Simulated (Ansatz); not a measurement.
# C3H3F (SMILES C=C=CF): single points off equilibrium

The task here is to estimate one member of a computed series from the others.

Method: single points in def2-TZVPP; program: Ansatz 0.2.0, Gaussian basis.

Correlated methods freeze the cores. B3LYP uses VWN-RPA correlation.

## The starting structure

7 atoms, charge 0, spin multiplicity 1.

Atoms are counted from 1 here; the program's logs count them from 0.

Bond lengths: C1–C2 1.314 Å, C1–H5 1.080 Å, C1–H6 1.026 Å, C2–C3 1.298 Å, C3–F4 1.384 Å, C3–H7 1.075 Å. Angles: C2–C1–H5 120.6°, C2–C1–H6 119.8°, H5–C1–H6 119.5°, C1–C2–C3 178.1°, C2–C3–F4 120.6°, C2–C3–H7 126.3°, F4–C3–H7 113.1°.

As a file:

```mol
C3H3F
  3D, bonds by distance, orders not assigned

  7  6  0  0  0  0  0  0  0  0999 V2000
   -0.9080    0.9886   -0.0006 C   0  0
   -0.0102    0.0291    0.0135 C   0  0
    0.8843   -0.9100    0.0689 C   0  0
    1.0149   -1.8202   -0.9649 F   0  0
   -1.8831    0.8363    0.4381 H   0  0
   -0.6648    1.9079   -0.3851 H   0  0
    1.5809   -1.0788    0.8704 H   0  0
  1  2  8  0
  1  5  8  0
  1  6  8  0
  2  3  8  0
  3  4  8  0
  3  7  8  0
M  END
```

Set-up of the first run:

run/in.yaml

```yaml
crystal:
  periodic: [false, false, false]
  atoms:
    - {symbol: C, position_ang: [-0.908000, 0.988600, -0.000600]}
    - {symbol: C, position_ang: [-0.010200, 0.029100, 0.013500]}
    - {symbol: C, position_ang: [0.884300, -0.910000, 0.068900]}
    - {symbol: F, position_ang: [1.014900, -1.820200, -0.964900]}
    - {symbol: H, position_ang: [-1.883100, 0.836300, 0.438100]}
    - {symbol: H, position_ang: [-0.664800, 1.907900, -0.385100]}
    - {symbol: H, position_ang: [1.580900, -1.078800, 0.870400]}
basis:
  gaussian: {orbitals: def2-TZVPP}
correlation: {method: ccsd_t}
output: {forces: true}
```

The command line of these runs was not kept.

Among the steps run: CCSD(T)/def2-TZVPP; PBE0-D4/def2-TZVPP; wB97M-V/def2-TZVPP; r2SCAN-D4/def2-TZVPP; PBE-D4/def2-TZVPP; BLYP-D4/def2-TZVPP; B3LYP-D4/def2-TZVPP.

One table of the session follows, with a row left open; its other results are not shown here.

| method | RMS force component (eV/Å) | angle to CCSD(T) forces (°) | dipole (D) |
| --- | --- | --- | --- |
| CCSD(T) | 0.829 | reference | 1.97 |
| PBE0-D4 | 0.955 | 16.7 | 1.96 |
| wB97M-V | 0.883 | 16.2 | 1.98 |
| r2SCAN-D4 | 0.891 | 17.4 | 1.90 |
| PBE-D4 | ? | ? | ? |
| BLYP-D4 | 0.831 | 22.4 | 1.86 |
| B3LYP-D4 | 0.869 | 18.8 | 1.98 |

Estimate the missing values for PBE-D4.

The run gave: RMS force component (eV/Å): 0.899; angle to CCSD(T) forces (°): 16.7; dipole (D): 1.82. In the column «RMS force component (eV/Å)» it lies between r2SCAN-D4 (0.891) and PBE0-D4 (0.955).
